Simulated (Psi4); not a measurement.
Interaction energy of C2H2 ··· CH4O (SMILES C#C and CO). Monomers: optimised at B3LYP-D3(BJ) (def2-TZVP), held rigid. Orientation: lowest of the rigid-body minima from ten starts at GFN2-xTB. Only R, the distance of the centres of mass, is varied, so the lowest point isn't the relaxed dimer.

- PBE/def2-TZVP, counterpoise-corrected (Psi4)
- PBE-D3(BJ)/def2-TZVP, counterpoise-corrected (Psi4)
- B3LYP/def2-TZVP, counterpoise-corrected (Psi4)
- SAPT0/jun-cc-pVDZ, frozen core (Psi4)

Interaction energies in kJ/mol; the last columns give the difference from SAPT0:

| R / Å | PBE/def2-TZVP | PBE-D3(BJ)/def2-TZVP | B3LYP/def2-TZVP | SAPT0/jun-cc-pVDZ | PBE/def2-TZVP − SAPT0/jun-cc-pVDZ | PBE-D3(BJ)/def2-TZVP − SAPT0/jun-cc-pVDZ | B3LYP/def2-TZVP − SAPT0/jun-cc-pVDZ |
|---|---|---|---|---|---|---|---|
| 3.38 | 12.27 | 7.56 | 16.68 | 7.40 | 4.87 | 0.16 | 9.27 |
| 3.61 | -5.87 | -9.92 | -3.16 | -10.09 | 4.22 | 0.17 | 6.93 |
| 3.79 | -10.68 | -14.23 | -8.62 | -14.43 | 3.75 | 0.20 | 5.81 |
| 4.02 | -11.72 | -14.68 | -10.05 | -14.78 | 3.06 | 0.11 | 4.73 |
| 4.22 | -10.75 | -13.23 | -9.25 | -13.22 | 2.48 | -0.01 | 3.97 |
| 4.39 | -9.49 | -11.61 | -8.12 | -11.55 | 2.06 | -0.06 | 3.43 |
| 4.70 | -7.17 | -8.72 | -6.06 | -8.71 | 1.53 | -0.01 | 2.65 |
| 4.98 | -5.45 | -6.59 | -4.59 | -6.69 | 1.24 | 0.10 | 2.09 |
| 5.49 | -3.30 | -3.94 | -2.89 | -4.21 | 0.91 | 0.27 | 1.32 |
| 6.25 | -1.68 | -1.96 | -1.62 | -2.28 | 0.60 | 0.32 | 0.66 |
| 7.22 | -0.83 | -0.94 | -0.87 | -1.18 | 0.34 | 0.23 | 0.31 |
| 8.50 | -0.41 | -0.44 | -0.43 | -0.57 | 0.16 | 0.13 | 0.14 |

PBE/def2-TZVP is furthest from SAPT0/jun-cc-pVDZ at 3.38 (4.87 kJ/mol, above); its mean absolute difference over the points is 2.10 kJ/mol.

PBE-D3(BJ)/def2-TZVP is furthest from SAPT0/jun-cc-pVDZ at 6.25 (0.32 kJ/mol, above); its mean absolute difference over the points is 0.15 kJ/mol.

B3LYP/def2-TZVP is furthest from SAPT0/jun-cc-pVDZ at 3.38 (9.27 kJ/mol, above); its mean absolute difference over the points is 3.44 kJ/mol.
